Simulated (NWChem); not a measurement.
Everything below was run with NWChem. System: H$_{2}$Si, charge 0, spin multiplicity 3, at a geometry optimised with UPBE0/def2-SVP. The structure started from a generated list of species. Its SCF solution wasn't tested for a lower state. Level: ROCCSD(T)/def2-TZVP, 5 core orbitals frozen.

Part of the output:

```
             Northwest Computational Chemistry Package (NWChem) 7.3.0
             --------------------------------------------------------

                                NWChem Input Module
                                -------------------

 Scaling coordinates for geometry "geometry" by  1.889725989
 (inverse scale =  0.529177249)

 Turning off AUTOSYM since
 SYMMETRY directive was detected!

                             Geometry "geometry" -> ""
                             -------------------------

 Output coordinates in angstroms (scale by  1.889725989 to convert to a.u.)

  No.       Tag          Charge          X              Y              Z
 ---- ---------------- ---------- -------------- -------------- --------------
    1 Si                  14.0000     0.00000000     0.00000000    -0.09470300
    2 H                    1.0000     1.28730700     0.00000000     0.66292300
    3 H                    1.0000    -1.28730700     0.00000000     0.66292300

 Effective nuclear repulsion energy (a.u.)      10.1251370342

            Nuclear Dipole moment (a.u.)
            ----------------------------
        X                 Y               Z
 ---------------- ---------------- ----------------
     0.0000000000     0.0000000000     0.0000075589

      Symmetry information
      --------------------

 Group name             C2v
 Group number             16
 Group order               4
 No. of unique centers     2

      Symmetry unique atoms

     1    2


 Summary of "ao basis" -> "" (spherical)
 ------------------------------------------------------------------------------
       Tag                 Description            Shells   Functions and Types
 ---------------- ------------------------------  ------  ---------------------
 *                         def2-tzvp                  on all atoms

 Summary of "ao basis" -> "ao basis" (spherical)
 ------------------------------------------------------------------------------
       Tag                 Description            Shells   Functions and Types
 ---------------- ------------------------------  ------  ---------------------
 Si                        def2-tzvp                13       37   5s5p2d1f
 H                         def2-tzvp                 4        6   3s1p

                                 NWChem SCF Module
                                 -----------------

  ao basis        = "ao basis"
  functions       =    49
  atoms           =     3
  closed shells   =     7
  open shells     =     2
  charge          =   0.00
  wavefunction    = ROHF
  use symmetry    = T
  symmetry adapt  = T

 Summary of "ao basis" -> "ao basis" (spherical)
 ------------------------------------------------------------------------------
       Tag                 Description            Shells   Functions and Types
 ---------------- ------------------------------  ------  ---------------------
 Si                        def2-tzvp                13       37   5s5p2d1f
 H                         def2-tzvp                 4        6   3s1p

      Symmetry analysis of basis
      --------------------------

        a1         21
        a2          4
        b1         14
        b2         10

 Forming initial guess at       0.0s

      Symmetry analysis of molecular orbitals - initial
      -------------------------------------------------

  Numbering of irreducible representations:

     1 a1          2 a2          3 b1          4 b2

  Orbital symmetries:

     1 a1          2 a1          3 b2          4 a1          5 b1
     6 a1          7 b1          8 a1          9 b2         10 a1
    11 b1         12 a1         13 b1         14 a1         15 a2
    16 b2         17 a1         18 b2         19 b1

 Starting SCF solution at       0.0s

 ----------------------------------------------
         Quadratically convergent ROHF

 Convergence threshold     :          1.000E-07
 Maximum no. of iterations :          100
 Final Fock-matrix accuracy:          1.000E-09
 ----------------------------------------------

              iter       energy          gnorm     gmax       time
             ----- ------------------- --------- --------- --------
                 1     -289.9914388908  6.45D-01  4.09D-01      0.1
[...]
     7     -0.160062  1 Si py                13      0.160503  1 Si py

 Vector   10  Occ=0.000000D+00  E= 1.462736D-01  Symmetry=a1
              MO Center=  2.5D-16,  1.2D-17,  1.4D-01, r^2= 5.3D+00
   Bfn.  Coefficient  Atom+Function         Bfn.  Coefficient  Atom+Function
  ----- ------------  ---------------      ----- ------------  ---------------
     5      1.832070  1 Si s                 40     -1.399888  2 H  s
    46     -1.399888  3 H  s                 20      1.261996  1 Si pz
     4      0.174828  1 Si s                  3     -0.159655  1 Si s

 Vector   11  Occ=0.000000D+00  E= 1.581017D-01  Symmetry=b1
              MO Center=  8.3D-14, -1.5D-15, -7.6D-01, r^2= 5.3D+00
   Bfn.  Coefficient  Atom+Function         Bfn.  Coefficient  Atom+Function
  ----- ------------  ---------------      ----- ------------  ---------------
    18      2.173648  1 Si px                40     -1.514161  2 H  s
    46      1.514161  3 H  s

 Vector   12  Occ=0.000000D+00  E= 2.622202D-01  Symmetry=a1
              MO Center=  1.4D-14, -4.0D-15,  1.1D+00, r^2= 4.5D+00
   Bfn.  Coefficient  Atom+Function         Bfn.  Coefficient  Atom+Function
  ----- ------------  ---------------      ----- ------------  ---------------
    40      0.857172  2 H  s                 46      0.857172  3 H  s
     4     -0.739923  1 Si s                 17     -0.578963  1 Si pz
    20      0.508079  1 Si pz                39     -0.447257  2 H  s
    45     -0.447257  3 H  s                 30     -0.231068  1 Si d  2
     3      0.179112  1 Si s

 center of mass
 --------------
 x =   0.00000000 y =   0.00000000 z =  -0.08274501

 moments of inertia (a.u.)
 ------------------
           3.853973864718           0.000000000000           0.000000000000
           0.000000000000          15.782232744775           0.000000000000
           0.000000000000           0.000000000000          11.928258880057

  Mulliken analysis of the total density
  --------------------------------------

    Atom       Charge   Shell Charges
 -----------   ------   -------------------------------------------------------
    1 Si  14    14.00   2.00  0.59  1.39  0.86  0.54  4.12  1.73  0.49  1.46  0.67  0.06  0.08  0.01
    2 H    1     1.00   0.23  0.54  0.22  0.01
    3 H    1     1.00   0.23  0.54  0.22  0.01

 Mulliken analysis of the open-shell density
 -------------------------------------------

    Atom       Charge   Shell Charges
 -----------   ------   -------------------------------------------------------
    1 Si  14     1.92   0.00  0.00 -0.01  0.15  0.17  0.03 -0.02  0.17  0.87  0.52  0.01  0.02  0.00
    2 H    1     0.04   0.01  0.02  0.00  0.00
    3 H    1     0.04   0.01  0.02  0.00  0.00

       Multipole analysis of the density wrt the origin
       ------------------------------------------------

     L   x y z        total         open         nuclear
     -   - - -        -----         ----         -------
     0   0 0 0     -0.000000     -2.000000     16.000000

     1   1 0 0     -0.000000     -0.000000      0.000000
     1   0 1 0     -0.000000      0.000000      0.000000
     1   0 0 1     -0.046402      1.482311      0.000008

     2   2 0 0    -11.368676     -3.774883     11.835645
     2   1 1 0      0.000000      0.000000      0.000000
     2   1 0 1      0.000000     -0.000000      0.000000
     2   0 2 0    -12.403689     -7.093697      0.000000
     2   0 1 1      0.000000     -0.000000      0.000000
     2   0 0 2    -11.234626     -6.133616      3.587116

                   NWChem Extensible Many-Electron Theory Module
                   ---------------------------------------------


            General Information
            -------------------
      Number of processors :     1
         Wavefunction type : Restricted open-shell Hartree-Fock
          No. of electrons :    16
           Alpha electrons :     9
            Beta electrons :     7
           No. of orbitals :    98
            Alpha orbitals :    49
             Beta orbitals :    49
        Alpha frozen cores :     5
         Beta frozen cores :     5
     Alpha frozen virtuals :     0
      Beta frozen virtuals :     0
         Spin multiplicity : triplet
    Number of AO functions :    49
       Number of AO shells :    21
        Use of symmetry is : on
      Symmetry adaption is : on
         Schwarz screening : 0.10D-09

          Correlation Information
          -----------------------
          Calculation type : Coupled-cluster singles & doubles w/ perturbation
   Perturbative correction : (T)
            Max iterations :      100
        Residual threshold : 0.10D-05
     T(0) DIIS level shift : 0.00D+00
     L(0) DIIS level shift : 0.00D+00
     T(1) DIIS level shift : 0.00D+00
     L(1) DIIS level shift : 0.00D+00
     T(R) DIIS level shift : 0.00D+00
     T(I) DIIS level shift : 0.00D+00
   CC-T/L Amplitude update :  5-th order DIIS
                I/O scheme : Global Array Library
        L-threshold :  0.10D-05
        EOM-threshold :  0.10D-05
 no EOMCCSD initial starts read in
 TCE RESTART OPTIONS
 SLICE:      F
 D4D5:       F
 quantumc:   F
 qrotation:  F
 pwtce:      F
 qducc:      F
 nacto:                         0
 nrotv:                         0
 nrot:                          0

            Memory Information
            ------------------
          Available GA space size is     249031998 doubles
          Available MA space size is     104853260 doubles

 Maximum block size supplied by input
 Maximum block size        24 doubles

 tile_dim =     16

 -------------------------------------------------

 Global array virtual files algorithm will be used

 Parallel file system coherency ......... OK

 4-electron integrals stored in orbital form

 v2    file size   =           302614
 4-index algorithm nr.  13 is used
 imaxsize =       30
 imaxsize ichop =        0


CCSD iterations
 ---------------------------------------------------------
 Iter          Residuum       Correlation     Cpu    Wall
 ---------------------------------------------------------
    1   0.0879510131362  -0.0905430711626     0.1     0.1
    2   0.0261711292450  -0.1039066847816     0.1     0.1
    3   0.0096752463140  -0.1069744913320     0.1     0.1
    4   0.0039529742243  -0.1079548005552     0.1     0.1
    5   0.0018359741716  -0.1082907156714     0.1     0.1
    6   0.0004374135996  -0.1085265561487     0.1     0.1
    7   0.0001703569895  -0.1085352872000     0.1     0.1
    8   0.0000971013294  -0.1085375645717     0.1     0.1
    9   0.0000523911669  -0.1085393402247     0.1     0.1
   10   0.0000312828808  -0.1085401104148     0.1     0.1
   11   0.0000047223672  -0.1085412595780     0.1     0.1
   12   0.0000016564559  -0.1085415417913     0.1     0.1
   13   0.0000007576486  -0.1085416098485     0.1     0.1
 -----------------------------------------------------------------
 Iterations converged
 CCSD correlation energy / hartree =        -0.108541609848507
 CCSD total energy / hartree       =      -290.125733034770690

 Singles contributions

 Doubles contributions
 CCSD(T)
 Using plain CCSD(T) code
             total no. of tasks          708
 total no. of tasks / no. procs          708
                         wl_min            1           1.0
                         wl_max         4096           4.0
        thresh for no. of tasks          708

 CCSD[T]  correction energy / hartree =        -0.003325673205720
 CCSD[T] correlation energy / hartree =        -0.111867283054227
 CCSD[T] total energy / hartree       =      -290.129058707976412
 CCSD(T)  correction energy / hartree =        -0.003235904688851
 CCSD(T) correlation energy / hartree =        -0.111777514537358
 CCSD(T) total energy / hartree       =      -290.128968939459526

 Task  times  cpu:        2.6s     wall:        2.6s

 Total times  cpu:        2.7s     wall:        2.7s
```

Problem. Write an NWChem input that would produce this output.

Solution. Several could match; the one computed here: 
```
start mol
memory heap 100 mb stack 700 mb global 1900 mb
geometry units angstroms nocenter noautoz
  Si     0.000000     0.000000    -0.094703
  H      1.287307     0.000000     0.662923
  H     -1.287307     0.000000     0.662923
  symmetry group C2v
end
basis spherical
  * library def2-tzvp
end
scf
  rohf
  nopen 2
  maxiter 100
  thresh 1e-7
  semidirect memsize 60000000 filesize 0
  # guess.movecs holds the orbitals of an unrestricted PBE0 run
  vectors input guess.movecs output mol.movecs
end
tce
  freeze core 5
  ccsd(t)
  2eorb
  2emet 13
  thresh 1e-6
  maxiter 100
  tilesize 24
end
task tce energy
```
